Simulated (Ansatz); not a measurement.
in.yaml

```yaml
crystal:
  periodic: [false, false, false]
  atoms:
    - {symbol: N, position_ang: [0.000000, 0.063185, 0.525268]}
    - {symbol: N, position_ang: [0.000000, -0.109620, -0.626516]}
    - {symbol: H, position_ang: [0.000000, 0.645280, 1.406973]}
basis:
  gaussian: {orbitals: cc-pVDZ}
magnetization: {spin_polarized: false, initial_magnetization: 1}
correlation: {method: bccd_t, electrons: outside_noble_gas}
```

```sh
$ ansatz run in.yaml --threads 1 --pin off --events-out ev --progress --plain --max-ram 2393MiB
```

Output:

```
318 factors; integrals over basis functions are off by at most 1.4e-3 eV
mean field evaluation 1: about -2976.1651 eV, gradient 1.3e1 eV
mean field evaluation 2: about -2976.1666 eV, gradient 1.3e1 eV
mean field evaluation 4: about -2976.7408 eV, gradient 3.6e0 eV
mean field evaluation 8: about -2976.7874 eV, gradient 2.5e-1 eV
mean field evaluation 16: about -2976.7806 eV, gradient 8.1e-1 eV
mean field evaluation 32: about -2976.7864 eV, gradient 1.6e-1 eV
mean field evaluation 64: about -2971.5603 eV, gradient 2.2e1 eV
mean field evaluation 96: about -2976.1434 eV, gradient 6.1e-2 eV
mean field evaluation 128: about -2972.3796 eV, gradient 3.6e-3 eV
mean field -2976.78847747 eV, -109.3949588073 hartree, gradient 5.2e-6 eV, S^2 0.750000; 6 other end points of the search recorded, 0 dependent functions left out
mean field evaluation 160: about -2976.8912 eV, gradient 7.7e-1 eV
determinant -2976.78847747 eV, -109.3949588073 hartree, with singles and doubles -2985.65234542 eV, -109.7206999464 hartree
determinant -2976.14423784 eV, -109.3712834377 hartree, with singles and doubles -2984.95797045 eV, -109.6951821370 hartree
2 core orbitals not correlated: weight in the atoms' cores, before any rotation towards them, 1.000 or more for the frozen orbitals, at most 0.000 for the correlated occupied ones
reference -2976.78847747 eV, -109.3949588073 hartree; 6, 5 occupied and 25, 26 virtual orbitals, 318 factors
second order -8.47198738 eV of doubles, -0.11700134 eV of singles
cycle   1  -8.84262634 eV  change    2.1e-2 eV  update   9.4e-3
cycle   2  -8.84801486 eV  change   -5.4e-3 eV  update   4.4e-3
cycle   3  -8.84905626 eV  change   -1.0e-3 eV  update   1.9e-3
cycle   4  -8.84570572 eV  change    3.4e-3 eV  update   1.2e-3
cycle   5  -8.84655023 eV  change   -8.4e-4 eV  update   5.8e-4
cycle   6  -8.84650203 eV  change    4.8e-5 eV  update   2.1e-4
cycle   7  -8.84656387 eV  change   -6.2e-5 eV  update   7.2e-5
cycle   8  -8.84658073 eV  change   -1.7e-5 eV  update   2.8e-5
cycle   9  -8.84657649 eV  change    4.2e-6 eV  update   1.1e-5
cycle  10  -8.84657295 eV  change    3.5e-6 eV  update   5.0e-6
perturbative correction -0.34188625 eV, -0.0125640879 hartree
Total energy: -2985.97693667 eV, -109.7326284548 hartree
```

For the same geometry and basis UCCSDT(Q) lies 50.5 meV lower.

Ran on 1 thread of Arm Neoverse V1, shared host: 1.6 s wall, 0.1 GiB peak host memory.
